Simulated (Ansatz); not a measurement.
System: 1T (CdI2-type) TiTe2. Method: PBEsol in Ansatz (PAW).

Settings: plane-wave cutoff 520 eV, 18×18×10 k mesh (along the axes of the cell as run), Fermi–Dirac smearing 0.05 eV, no spin polarisation, scalar-relativistic PAW data made under PBE.

Response to compression and expansion:

Shape and atoms are relaxed at each volume.

```tsv
V (Å³/atom)	P (GPa)	c (Å)	a (Å)
24.399	1.74	6.315	3.658
24.908	0.77	6.375	3.679
25.416	0.00	6.444	3.696
25.924	-0.64	6.520	3.711
26.433	-1.11	6.608	3.722
```

Note: the cell comes from a level without a dispersion term, which matters for the spacing of layers, chains or molecules; the volume lies 5 % below that of the published cell.

Ansatz is a quantum-chemistry and plane-wave program.
